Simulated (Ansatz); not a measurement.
Ansatz (a first-principles code) input (PBE0/def2-TZVPD):

Ansatz 0.2 input:
```yaml
crystal:
  periodic: [false, false, false]
  atoms:
    - {symbol: N, position_ang: [0.01661981, -0.02999986, 1.39162225]}
    - {symbol: C, position_ang: [-0.01543844, -0.07018388, -1.37864102]}
    - {symbol: C, position_ang: [-0.00321387, 1.11294563, 0.70125942]}
    - {symbol: C, position_ang: [0.01978865, -1.16819845, 0.66438837]}
    - {symbol: C, position_ang: [0.00495939, -1.32735553, -0.74026160]}
    - {symbol: C, position_ang: [-0.01980593, 1.14405432, -0.68702450]}
    - {symbol: H, position_ang: [-0.02881825, -0.01569131, -2.47237714]}
    - {symbol: H, position_ang: [-0.00590766, 2.03625053, 1.28067660]}
    - {symbol: H, position_ang: [0.03638505, -2.06029569, 1.29842183]}
    - {symbol: H, position_ang: [-0.03573655, 2.10216299, -1.20640101]}
basis:
  gaussian:
    orbitals: def2-TZVPD
hamiltonian:
  xc: {name: PBE0}
total_charge: -1
output: {forces: true}
```

End of the output:

```
mean field -6733.04241320 eV, -247.4347448651 hartree, gradient 2.8e-5 eV, S^2 0.000000; 0 other end points of the search recorded, 0 dependent functions left out
the calculation of the forces begins
reference -6733.04245166 eV, -247.4347462784 hartree; 21, 21 occupied and 237, 237 virtual orbitals, 1253 factors
Total energy: -6733.04245166 eV, -247.4347462784 hartree
Atom 0 at     0.016620    -0.030000     1.391622 Å, force    -0.002646    -0.020240    -0.243506 eV/Å
Atom 1 at    -0.015438    -0.070184    -1.378641 Å, force     0.001929    -0.040840     0.128752 eV/Å
Atom 2 at    -0.003214     1.112946     0.701259 Å, force     0.001766    -0.241012    -0.060589 eV/Å
Atom 3 at     0.019789    -1.168198     0.664388 Å, force    -0.002535     0.210896    -0.031470 eV/Å
Atom 4 at     0.004959    -1.327356    -0.740262 Å, force    -0.000911     0.206882     0.103638 eV/Å
Atom 5 at    -0.019806     1.144054    -0.687025 Å, force     0.002621    -0.144273     0.097133 eV/Å
Atom 6 at    -0.028818    -0.015691    -2.472377 Å, force    -0.000075    -0.005256    -0.011038 eV/Å
Atom 7 at    -0.005908     2.036251     1.280677 Å, force     0.000055     0.021137     0.023259 eV/Å
Atom 8 at     0.036385    -2.060296     1.298422 Å, force     0.000239    -0.012839     0.009108 eV/Å
Atom 9 at    -0.035737     2.102163    -1.206401 Å, force    -0.000442     0.025544    -0.015287 eV/Å
Dipole moment:    -0.008578     0.977947     0.125293 e Å
```

It need not be the lowest isomer of its formula. Whether it binds its extra electron was not tested at this geometry.
